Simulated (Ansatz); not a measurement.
**One structure, 3 elements: VCr, VMo, VW**

Plane-wave DFT in Ansatz with scalar-relativistic PAW potentials, cutoff 420 eV, Γ-centred meshes chosen by cell and gap, Gaussian smearing with energies taken to zero width. Every cell was relaxed (cell and atoms) in a run of its own, within the symmetry of its start. Functional: PBEsol.

All members share space group Cmmm and the same sites; only the element on one set of sites changes (Cr, Mo, W). Members needn't be the stable form of their composition. Energies over the elements, where given, are against the elements' standard states in the same functional (H₂, N₂, O₂ and halogens uncorrected, Hg as a solid). The first member:

Space group Cmmm (No. 65). a = 2.879 Å, b = 4.135 Å, c = 4.008 Å, α = 90.00°, β = 90.00°, γ = 90.00°
| atom | site | symmetry | x | y | z |
| --- | --- | --- | --- | --- | --- |
| V | 2c | mmm | 0.5000 | 0.0000 | 0.5000 |
| Cr | 2a | mmm | 0.0000 | 0.0000 | 0.0000 |

```csv
compound,V (Å³/atom),a (Å),b (Å),c (Å),energy over elements (eV/atom)
VCr,11.93,2.879,4.135,4.008,-0.054
VW,14.34,3.065,4.402,4.251,-0.068
```

Predict the member with Mo.

V (Å³/atom) 14.10, a (Å) 3.052, b (Å) 4.389, c (Å) 4.211, energy over elements (eV/atom) -0.099. Interpolating linearly in period between Cr and W would give 13.13 Å³/atom (6.9 % too small), with -0.061 eV/atom over the elements. Over the whole series the volume grows at each step down the group; all are metallic on the mesh; binding against the elements is strongest for Mo. W is hardly larger than Mo here (14.34 against 14.10 Å³/atom), as one expects from the lanthanide contraction and relativistic shrinking of 6s.

Spin-orbit coupling is left out, which matters for the bands of heavy elements. Spin polarisation was left out, and a magnetic state may lie lower.